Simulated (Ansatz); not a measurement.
`[SiH3][AlH][Cl]` + H₂O → `[OH][AlH][SiH3]` + HCl at 500 K and 1 bar (formal hydrolysis of the Al–Cl bond).

Program: Ansatz. Geometries: PBE0-D4/def2-TZVP. ΔE: electronic, gas phase. CCSD(T)/CBS is the MP2 limit (def2-TZVPP, def2-QZVPP) plus CCSD(T) − MP2 in def2-TZVPP, frozen cores. This one scheme is used for every species. Each species was taken in one conformer, which may not be the lowest.

```csv
species,CCSD(T)/CBS energy (Eh),H − E (kJ/mol),S (J/(mol·K))
`[SiH3][AlH][Cl]`,-993.32756,124.2,389.8
H₂O,-76.37941,73.2,206.3
`[OH][AlH][SiH3]`,-609.31389,158.7,387.3
HCl,-460.38127,32.5,201.9
```

H − E and S are ideal-gas, rigid-rotor, harmonic terms from PBE0-D4/def2-TZVP, for one conformer and one mirror image of each species. 1 Eh = 2625.50 kJ/mol, R = 8.31446 J/(mol·K).

Question: By hand: ΔE, ΔH, ΔS and ΔG.

Answer: ΔE = (-609.31389) + (-460.38127) − (-993.32756) − (-76.37941) = 0.01181 Eh = 31.0 kJ/mol. Δ(H − E) = 158.7 + 32.5 − 124.2 − 73.2 = -6.2, so ΔH = 24.8 kJ/mol. ΔS = 387.3 + 201.9 − 389.8 − 206.3 = -6.9 J/(mol·K). ΔG = 24.8 − 500 × (-6.9)/1000 = 28.2 kJ/mol.

Question: By hand: the equilibrium constant, and the temperature at which ΔG would vanish if ΔH and ΔS stayed fixed.

Answer: log₁₀ K = −ΔG/(RT ln 10) = -2.9. ΔH and −TΔS have one sign here, so there is no such temperature.

The number of gas molecules stays the same, so ΔS is small and ΔH decides. A doubt of 5 kJ/mol in ΔE shifts log₁₀ K by 0.5 here. Other conformers and mirror images would add mixing entropy, several J/(mol·K) or more a flexible species. Modes under 60 cm⁻¹, often nearly free rotors, make the harmonic entropy too high. These are equilibria of isolated gas molecules and say nothing of rates. Largest T1 diagnostic: 0.014 (customary marks: 0.02 for closed shells, 0.045 for open ones).

ΔS is within the doubt of such terms, so its sign, and with it that verdict, could turn.
